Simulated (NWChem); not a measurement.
Molecule: ethylene (C2H4); SMILES C=C

Program: NWChem. Medium grid unless said otherwise, to which SCAN and Minnesota functionals are sensitive. Geometry: optimised at PBE0/def2-SVP.

For level r2SCAN/def2-TZVPD:

| Item | Result |
|---|---|
| highest occupied level (eV) | -6.95 |
| orbital gap (eV) | 6.21 |

Question: Estimate the same quantities for level CAM-B3LYP/def2-TZVPD.

Answer: highest occupied level (eV): -9.26
orbital gap (eV): 10.38
